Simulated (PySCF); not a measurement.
# SiOF, doublet: molecular constants

These are results of PySCF, UPBE0, basis Si def2-TZVP, O def2-TZVP, F def2-TZVP (no relativity, density fitting), not measurements.

The structure is a minimum.

Z-matrix (Å, degrees; charge 0 multiplicity 2):
```
Si
O  1 1.5196
F  1 1.5866 2 126.92
```

```json
{
 "Point group": "Cs",
 "Bond lengths": "Si–F 1.587 Å, Si–O 1.520 Å",
 "Bond angles": "F–Si–O 126.9°",
 "Entropy at 298.15 K and 1 bar (electronic part: spin only)": "265.3 J/(mol K)",
 "Lowest empty level (β)": "-4.44 eV",
 "Principal quadrupole moments (Buckingham, traceless) about the centre of mass": "-7.57, 2.75, 4.82 D Å",
 "Rotational constants": "2.268, 0.2498, 0.225 cm⁻¹",
 "Dipole moment": "2.67 D",
 "Enthalpy at 298.15 K above 0 K": "11.22 kJ/mol",
 "Rotational symmetry number": "1",
 "Zero-point energy": "14.2 kJ/mol",
 "Spin squared ⟨S²⟩": "0.756",
 "Atomisation energy without zero-point energy": "1124 kJ/mol",
 "Principal polarisabilities": "24.8, 24.8, 34.2 bohr³",
 "Highest occupied level (α)": "-8.31 eV",
 "Heat capacity Cp at 298.15 K": "43.4 J/(mol K)"
}
```

Harmonic modes (masses in u: Si 27.977, O 15.995, F 18.998):
```json
{"symmetry": "a'", "ω (cm⁻¹)": "302", "IR (km/mol)": "30.0", "μ (u)": "19.88", "type": "bend"}
{"symmetry": "a'", "ω (cm⁻¹)": "852", "IR (km/mol)": "90.5", "μ (u)": "20.33", "type": "stretch"}
{"symmetry": "a'", "ω (cm⁻¹)": "1219", "IR (km/mol)": "80.6", "μ (u)": "19.69", "type": "stretch"}
```

Charges (e):
```
atom  Mulliken  Löwdin  polar tensor  spin (Mulliken)  Mayer order to Si1
 Si1      0.66    0.15          0.93             0.73                   –
  O2     -0.41   -0.17         -0.46             0.23                2.19
  F3     -0.25    0.03         -0.47             0.05                1.15
```

Mulliken populations on Si1: s 5.32, p 7.44, d 0.49, f 0.09.

This need not be the most stable arrangement of these atoms.

The final relaxation and frequency run took 25 s on 4 threads of a shared Arm Neoverse V1 host, with 99 basis functions and 15 gradients; the process peaked at 0.91 GiB.
